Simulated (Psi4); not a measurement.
# U-wB97M-V/def2-TZVPPD run of N2H (SMILES [N]=N)

Aim: the energy change on altering one bond length of N2H at U-wB97M-V/def2-TZVPPD, from 2 runs. 

Program for the calculation: Psi4 1.11.

1 further run of the same task is left out (it didn't finish).

## 1. The molecule

N2H: 3 atoms, total charge 0, spin state doublet. SMILES: `[N]=N`. The coordinates come from a PBE0-D4/def2-TZVP relaxation.

Bond lengths: N1–N2 1.165 Å, N2–H3 1.057 Å. Angles: N1–N2–H3 117.5°.

## 2. A single-point energy at U-wB97M-V/def2-TZVPPD

The input, input.in:

```
memory 2200 mb

molecule m {
  0 2
  N
  N 1 1.164661
  H 2 1.056529 1 117.49315
  symmetry c1
}

set basis def2-TZVPPD
set reference uks
set puream true
set e_convergence 1e-09
set d_convergence 1e-08
set scf_type pk
set dft_radial_points 99
set dft_spherical_points 590
set maxiter 100

e, wfn = energy('wb97m-v', return_wfn=True)
print_variables()
```

The run is started by

```console
$ psi4 -n 1 input.in input.out
```

input.out:

```text
[...]
  Running in c1 symmetry.
[...]
  Nuclear repulsion =   27.719691726155197
[...]
  Multiplicity = 2
[...]
  Nalpha       = 8
  Nbeta        = 7
[...]
    Number of basis functions: 91
[...]
   @UKS iter   1:  -109.99711713582036   -5.76058e-01   3.40523e-03 DIIS/ADIIS
[...]
   @UKS iter  14:  -110.04490763528864   -3.14060e-12   4.24108e-09 DIIS
[...]
   @S^2 Observed:                7.549145596E-01
[...]
    Orbital Energies [Eh]
    ---------------------
    Alpha Occupied:
       1A    -14.592127     2A    -14.582924     3A     -1.210881
       4A     -0.793702     5A     -0.604734     6A     -0.542574
       7A     -0.539476     8A     -0.310985
    Alpha Virtual:
       9A      0.044058    10A      0.064576    11A      0.120325
      12A      0.146273    13A      0.168864    14A      0.196507
      15A      0.256169    16A      0.312394    17A      0.326122
      18A      0.327798    19A      0.353738    20A      0.368598
      21A      0.391236    22A      0.453533    23A      0.458380
      24A      0.484639    25A      0.491361    26A      0.529936
[...]
  @UKS Final Energy:  -110.04490763528864
   => Energetics <=
    Nuclear Repulsion Energy =             27.7196917261551974
    One-Electron Energy =                -203.3307138162604133
    Two-Electron Energy =                  75.5892354276607534
    DFT Exchange-Correlation Energy =     -10.0855846407370411
    Empirical Dispersion Energy =           0.0000000000000000
    VV10 Nonlocal Energy =                  0.0624636678928756
    Total Energy =                       -110.0449076352886379
[...]
 Multipole Moments:
 ------------------------------------------------------------------------------------
     Multipole            Electronic (a.u.)      Nuclear  (a.u.)        Total (a.u.)
 ------------------------------------------------------------------------------------
 L = 1.  Multiply by 2.5417464519 to convert [e a0] to [Debye]
 Dipole X            :         -0.3101660            0.8482767            0.5381107
 Dipole Y            :          0.4433397           -0.9685277           -0.5251880
 Dipole Z            :          0.0000000            0.0000000            0.0000000
 Magnitude           :                                                    0.7519212
[...]
```

It took 32 s on 1 thread of AMD EPYC 9R45 (Zen 5), shared host; peak memory 0.95 GiB.

## 3. The distorted shape, same level

The input, job.json:

```json
{
  "schema_name": "qcschema_input",
  "schema_version": 1,
  "molecule": {
    "schema_name": "qcschema_molecule",
    "schema_version": 2,
    "symbols": ["N", "N", "H"],
    "geometry": [3.56326002, -2.02870981, 1.74182671, -0.50769382, -0.41141227, -0.32144241, -0.83501328, 1.55794691, -0.29494845],
    "molecular_charge": 0,
    "molecular_multiplicity": 2,
    "fix_symmetry": "c1"
  },
  "driver": "energy",
  "model": {
    "method": "wb97m-v",
    "basis": "def2-TZVPPD"
  },
  "keywords": {
    "reference": "uks",
    "puream": true,
    "e_convergence": 1e-09,
    "d_convergence": 1e-08,
    "scf_type": "pk",
    "dft_radial_points": 99,
    "dft_spherical_points": 590,
    "maxiter": 100
  }
}
```

The run is started by

```console
$ psi4 --qcschema job.json -n 1 --memory 2200MB
```

stdout:

```text
[...]
  Running in c1 symmetry.
[...]
  Nuclear repulsion =   14.786657070088829
[...]
  Multiplicity = 2
[...]
  Nalpha       = 8
  Nbeta        = 7
[...]
    Number of basis functions: 91
[...]
   @UKS iter   1:  -108.86990013333224   -4.71579e-01   1.22783e-02 DIIS/ADIIS
[...]
   @UKS iter  20:  -109.81830538423097   -3.26850e-12   2.21938e-09 DIIS
[...]
   @S^2 Observed:                2.670230635E+00
[...]
    Orbital Energies [Eh]
    ---------------------
    Alpha Occupied:
       1A    -14.612248     2A    -14.550362     3A     -0.915769
       4A     -0.850814     5A     -0.483279     6A     -0.451078
       7A     -0.450866     8A     -0.429382
    Alpha Virtual:
       9A     -0.019330    10A     -0.012590    11A      0.071513
      12A      0.121283    13A      0.171015    14A      0.195073
      15A      0.201056    16A      0.263154    17A      0.335232
      18A      0.337527    19A      0.339804    20A      0.357682
      21A      0.361336    22A      0.382085    23A      0.383363
      24A      0.401851    25A      0.411866    26A      0.505968
[...]
  @UKS Final Energy:  -109.81830538423097
   => Energetics <=
    Nuclear Repulsion Energy =             14.7866570700888289
    One-Electron Energy =                -178.0038305908198026
    Two-Electron Energy =                  63.2928798994308224
    DFT Exchange-Correlation Energy =      -9.9581055115023673
    Empirical Dispersion Energy =           0.0000000000000000
    VV10 Nonlocal Energy =                  0.0640937485715494
    Total Energy =                       -109.8183053842309533
[...]
 Multipole Moments:
 ------------------------------------------------------------------------------------
     Multipole            Electronic (a.u.)      Nuclear  (a.u.)        Total (a.u.)
 ------------------------------------------------------------------------------------
 L = 1.  Multiply by 2.5417464519 to convert [e a0] to [Debye]
 Dipole X            :          1.1110317           -1.2237652           -0.1127334
 Dipole Y            :         -0.7596429            1.3361450            0.5765021
 Dipole Z            :          0.0000000            0.0000000            0.0000000
 Magnitude           :                                                    0.5874210
[...]
```

The result, in JSON:

```text
{
 "driver": "energy",
 "model": {
  "method": "wb97m-v",
  "basis": "def2-TZVPPD"
 },
 "success": true,
 "return_result": -109.81830538423097,
 "properties": {
  "calcinfo_nbasis": 91,
  "calcinfo_nmo": 91,
  "calcinfo_nalpha": 8,
  "calcinfo_nbeta": 7,
  "calcinfo_natom": 3,
  "nuclear_repulsion_energy": 14.786657070088829,
  "return_energy": -109.81830538423097,
  "scf_one_electron_energy": -178.0038305908198,
  "scf_two_electron_energy": 63.29287989943082,
  "scf_vv10_energy": 0.06409374857154936,
  "scf_xc_energy": -9.958105511502367,
  "scf_dipole_moment": [-0.11273344117170625, 0.5765020525394264, 4.251264801823522e-12],
  "scf_total_energy": -109.81830538423097,
  "scf_iterations": 20
 }
}
```

It took 37 s on 1 thread of AMD EPYC 9R45 (Zen 5), shared host; peak memory 1.4 GiB.

## 4. What came out

Level: U-wB97M-V/def2-TZVPPD.

```
                                                         quantity          value
                                        first shape: total energy  -110.04491 Eh
                                       first shape: dipole moment         1.91 D
                  first shape: HOMO energy (highest over α and β)       -8.46 eV
                   first shape: LUMO energy (lowest over α and β)        0.44 eV
                                                first shape: ⟨S²⟩          0.755
                                    distorted shape: total energy  -109.81831 Eh
                                   distorted shape: dipole moment         1.49 D
              distorted shape: HOMO energy (highest over α and β)      -11.68 eV
               distorted shape: LUMO energy (lowest over α and β)       -0.53 eV
                                            distorted shape: ⟨S²⟩          2.670
energy change with the N1–N2 bond stretched from 1.165 to 2.562 Å       6.166 eV
```

With the N1–N2 bond stretched from 1.165 to 2.562 Å the energy rises by 6.17 eV (142 kcal/mol). The first shape isn't relaxed at this level, so the change isn't measured from a minimum. ⟨S²⟩ (distorted shape) is 2.67 where a pure doublet has 0.75: the reference is spin-contaminated.
